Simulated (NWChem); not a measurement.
Everything below was run with NWChem. System: O2S, charge 0, spin multiplicity 1, displaced from the optimised geometry. Level: BLYP/def2-SVP.

The NWChem input:

```
start mol
memory heap 200 mb stack 900 mb global 1100 mb
geometry units angstroms nocenter noautoz
  O      1.275389     0.000000    -0.378768
  S      0.000000     0.000000     0.378768
  O     -1.275389     0.000000    -0.378768
  symmetry group C2v
end
basis spherical
  * library def2-svp
end
dft
  xc becke88 lyp
  semidirect memsize 60000000 filesize 0
  iterations 100
  cgmin
end
task dft gradient
```

Output (cleaned and shortened):

```
             Northwest Computational Chemistry Package (NWChem) 7.3.0
             --------------------------------------------------------

                                NWChem Input Module
                                -------------------

 Scaling coordinates for geometry "geometry" by  1.889725989
 (inverse scale =  0.529177249)

 Turning off AUTOSYM since
 SYMMETRY directive was detected!

                             Geometry "geometry" -> ""
                             -------------------------

 Output coordinates in angstroms (scale by  1.889725989 to convert to a.u.)

  No.       Tag          Charge          X              Y              Z
 ---- ---------------- ---------- -------------- -------------- --------------
    1 O                    8.0000     1.27538900     0.00000000    -0.37876800
    2 S                   16.0000     0.00000000     0.00000000     0.37876800
    3 O                    8.0000    -1.27538900     0.00000000    -0.37876800

 Effective nuclear repulsion energy (a.u.)     104.6007766885

            Nuclear Dipole moment (a.u.)
            ----------------------------
        X                 Y               Z
 ---------------- ---------------- ----------------
     0.0000000000     0.0000000000     0.0000000000

      Symmetry information
      --------------------

 Group name             C2v
 Group number             16
 Group order               4
 No. of unique centers     2

      Symmetry unique atoms

     1    2


 Summary of "ao basis" -> "" (spherical)
 ------------------------------------------------------------------------------
       Tag                 Description            Shells   Functions and Types
 ---------------- ------------------------------  ------  ---------------------
 *                          def2-svp                  on all atoms

                                 NWChem DFT Module
                                 -----------------

 Summary of "ao basis" -> "ao basis" (spherical)
 ------------------------------------------------------------------------------
       Tag                 Description            Shells   Functions and Types
 ---------------- ------------------------------  ------  ---------------------
 O                          def2-svp                 6       14   3s2p1d
 S                          def2-svp                 8       18   4s3p1d

 Summary of "ao basis" -> "ao basis" (spherical)
 ------------------------------------------------------------------------------
       Tag                 Description            Shells   Functions and Types
 ---------------- ------------------------------  ------  ---------------------
 O                          def2-svp                 6       14   3s2p1d
 S                          def2-svp                 8       18   4s3p1d

      Symmetry analysis of basis
      --------------------------

        a1         19
        a2          5
        b1         14
        b2          8

            General Information
            -------------------
          SCF calculation type: DFT
          Wavefunction type:  closed shell.
          No. of atoms     :     3
          No. of electrons :    32
           Alpha electrons :    16
            Beta electrons :    16
          Charge           :     0
          Spin multiplicity:     1
          Use of symmetry is: on ; symmetry adaption is: on
          Maximum number of iterations: 100
          AO basis - number of functions:    46
                     number of shells:    20
[...]
 Vector   15  Occ=2.000000D+00  E=-2.904330D-01  Symmetry=b1
              MO Center=  4.0D-15, -1.1D-15, -2.7D-01, r^2= 2.2D+00
   Bfn.  Coefficient  Atom+Function         Bfn.  Coefficient  Atom+Function
  ----- ------------  ---------------      ----- ------------  ---------------
     4      0.341027  1 O  px                36      0.341027  3 O  px
     6      0.312748  1 O  pz                38     -0.312748  3 O  pz
     7      0.245809  1 O  px                39      0.245809  3 O  px
     9      0.209264  1 O  pz                41     -0.209264  3 O  pz
    25      0.169304  2 S  px

 Vector   16  Occ=2.000000D+00  E=-2.728068D-01  Symmetry=a1
              MO Center= -4.2D-15, -1.2D-15, -1.1D-01, r^2= 2.2D+00
   Bfn.  Coefficient  Atom+Function         Bfn.  Coefficient  Atom+Function
  ----- ------------  ---------------      ----- ------------  ---------------
    18      0.461755  2 S  s                  6     -0.417825  1 O  pz
    38     -0.417825  3 O  pz                 9     -0.309586  1 O  pz
    41     -0.309586  3 O  pz                24      0.202091  2 S  pz

 Vector   17  Occ=0.000000D+00  E=-1.558298D-01  Symmetry=b2
              MO Center=  6.0D-15, -2.8D-14,  7.0D-02, r^2= 2.0D+00
   Bfn.  Coefficient  Atom+Function         Bfn.  Coefficient  Atom+Function
  ----- ------------  ---------------      ----- ------------  ---------------
    26      0.564882  2 S  py                23      0.402360  2 S  py
     5     -0.377358  1 O  py                37     -0.377358  3 O  py
     8     -0.325075  1 O  py                40     -0.325075  3 O  py
    20      0.207599  2 S  py

 Vector   18  Occ=0.000000D+00  E= 2.349076D-02  Symmetry=a1
              MO Center= -2.5D-15, -3.8D-14, -5.3D-02, r^2= 1.8D+00
   Bfn.  Coefficient  Atom+Function         Bfn.  Coefficient  Atom+Function
  ----- ------------  ---------------      ----- ------------  ---------------
    18      0.998032  2 S  s                 27     -0.945810  2 S  pz
     3     -0.527848  1 O  s                 35     -0.527848  3 O  s
     7      0.447796  1 O  px                39     -0.447796  3 O  px
     4      0.339803  1 O  px                36     -0.339803  3 O  px
    24     -0.317533  2 S  pz                32     -0.197309  2 S  d  2

 Vector   19  Occ=0.000000D+00  E= 5.849898D-02  Symmetry=b1
              MO Center=  1.5D-14, -1.1D-15,  5.3D-01, r^2= 1.9D+00
   Bfn.  Coefficient  Atom+Function         Bfn.  Coefficient  Atom+Function
  ----- ------------  ---------------      ----- ------------  ---------------
    25      1.350541  2 S  px                 3     -0.615452  1 O  s
    35      0.615452  3 O  s                  9     -0.363166  1 O  pz
    41      0.363166  3 O  pz                22      0.313007  2 S  px
     6     -0.280433  1 O  pz                38      0.280433  3 O  pz
     7      0.220299  1 O  px                39      0.220299  3 O  px

            General Information
            -------------------
          SCF calculation type: DFT
          Wavefunction type:  closed shell.
          No. of atoms     :     3
          No. of electrons :    32
           Alpha electrons :    16
            Beta electrons :    16
          Charge           :     0
          Spin multiplicity:     1
          Use of symmetry is: on ; symmetry adaption is: on
          Maximum number of iterations: 100
          AO basis - number of functions:    46
                     number of shells:    20
          Convergence on energy requested:  1.00D-06
          Convergence on density requested:  1.00D-05
          Convergence on gradient requested:  5.00D-04

              XC Information
              --------------
                    Becke 1988 Exchange Functional  1.000
              Lee-Yang-Parr Correlation Functional  1.000

             Grid Information
             ----------------
          Grid used for XC integration:  medium
          Radial quadrature: Mura-Knowles
          Angular quadrature: Lebedev.
          Tag              B.-S. Rad. Rad. Pts. Rad. Cut. Ang. Pts.
          ---              ---------- --------- --------- ---------
          O                   0.60       49           7.0       434
          S                   1.00       88           6.0       590
          Grid pruning is: on
          Number of quadrature shells:   137
          Spatial weights used:  Erf1

          Convergence Information
          -----------------------
          Convergence aids based upon iterative change in
          total energy or number of iterations.
          Levelshifting, if invoked, occurs when the
          HOMO/LUMO gap drops below (HL_TOL):  1.00D-02
          DIIS, if invoked, will attempt to extrapolate
          using up to (NFOCK): 10 stored Fock matrices.

                    Damping( 0%)  Levelshifting(0.5)       DIIS
                  --------------- ------------------- ---------------
          dE  on:    start            ASAP                start
          dE off:    2 iters        100 iters           100 iters

      Screening Tolerance Information
      -------------------------------
          Density screening/tol_rho:  1.00D-10
          AO Gaussian exp screening on grid/accAOfunc:  14
          CD Gaussian exp screening on grid/accCDfunc:  20
          XC Gaussian exp screening on grid/accXCfunc:  20
          Schwarz screening/accCoul:  1.00D-08

                            NWChem DFT Gradient Module
                            --------------------------

  charge          =   0.00
  wavefunction    = closed shell

  Using symmetry

                         DFT ENERGY GRADIENTS

    atom               coordinates                        gradient
                 x          y          z           x          y          z
   1 O       2.410136   0.000000  -0.715768   -0.006503   0.000000   0.003396
   2 S       0.000000   0.000000   0.715768    0.000000   0.000000  -0.006791
   3 O      -2.410136   0.000000  -0.715768    0.006503   0.000000   0.003396

                 ----------------------------------------
                 |  Time  |  1-e(secs)   |  2-e(secs)   |
                 ----------------------------------------
                 |  CPU   |       0.00   |       0.18   |
                 ----------------------------------------
                 |  WALL  |       0.00   |       0.18   |
                 ----------------------------------------

 Task  times  cpu:        0.5s     wall:        0.5s

 Total times  cpu:        0.5s     wall:        0.5s
```
